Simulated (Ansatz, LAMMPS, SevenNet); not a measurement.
**Ladder of methods for the cohesive energy of hcp Y**

Reference value: 4.42 eV/atom (measured, finite-temperature (and zero-point) corrections as in the cited sets; as tabulated in Jana et al. (2018), arXiv:1807.00350).

```
level (code)                    value (eV/atom)  cell (Å³/atom)
------------------------------  ---------------  --------------
Lennard-Jones uff-vdw (LAMMPS)             0.03           24.30
SevenNet-l3i5                              3.59           32.89
LDA (Ansatz)                               4.92           29.94
PBE (Ansatz)                                [?]           32.88
rVV10 (Ansatz)                              [?]           32.61
r²SCAN0 (Ansatz)                           3.82           34.28
Hartree–Fock (Ansatz)                      1.87           41.12
```

Q: Complete the blanks.

A: 
- PBE (Ansatz, a quantum-chemistry and plane-wave program), value (eV/atom): 4.19
- rVV10 (Ansatz), value (eV/atom): 4.36

Errors against the reference: Lennard-Jones uff-vdw -4.39 eV/atom, SevenNet-l3i5 -0.83 eV/atom, LDA +0.50 eV/atom, PBE -0.23 eV/atom, rVV10 -0.06 eV/atom, r²SCAN0 -0.60 eV/atom, Hartree–Fock -2.55 eV/atom.

Leaving aside Lennard-Jones uff-vdw (doubt noted below), SevenNet-l3i5 (doubt noted below), r²SCAN0 (doubt noted below), Hartree–Fock (doubt noted below): Of the ranked levels rVV10 (-0.06 eV/atom) comes nearest. Among them LDA (+0.50 eV/atom) misses by most. Within 0.3 eV/atom: PBE, rVV10.

Free atoms are spin-polarised, in the lowest state found; at levels without +SOC their spin–orbit coupling is left out.  Lennard-Jones uff-vdw: this is a force field's van der Waals term alone, without bonds or charges. SevenNet-l3i5: free atoms can lie outside what these potentials were trained on. r²SCAN0, Hartree–Fock: the free atom's electronic state is in doubt. Each level is taken at its own relaxed cell. Cutoffs and k meshes differ between the levels. Ansatz's density-functional and Hartree–Fock values are scalar-relativistic unless marked +SOC, with PAW data made under PBE.

Machine-learned potentials (SevenNet-l3i5) are trained on DFT data: a solid inside that data is no test of them.

Differences are worked out from the printed values.
